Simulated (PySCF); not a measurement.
Species: phosphorus pentafluoride, PF5.
Atom-mapped SMILES: `[F:1][P:2]([F:3])([F:4])([F:5])[F:6]`

Method used: PySCF, PBE0-D3(BJ)/def2-SVP geometry optimisation, gas phase.

(1) What internal coordinates does the optimisation give?

Results:

(1) 
```csv
bond,length (Å)
"F1–P2, P2–F6",1.594
"P2–F3, P2–F4, P2–F5",1.568
```

Bonds in one row agree within 0.01 Å and their mean is given. A selection of angles:
```csv
angle,degrees
F1–P2–F3,90.0
F1–P2–F6,180.0
F3–P2–F4,120.0
```

The 5 F–P bonds span 1.568 Å (P2–F3, drawn single) to 1.594 Å (P2–F6, drawn single), a spread of 0.026 Å. P2 (phosphorus bonded to 5 F) is trigonal bipyramidal (τ5 = (β − α)/60° = 1.00 from the two widest angles, 180.0° and 120.0° (0 for a square pyramid, 1 for a trigonal bipyramid)).

Point group: D3h (tolerance 0.08 Å). Not checked by PBE0-D3(BJ)/def2-SVP frequencies.
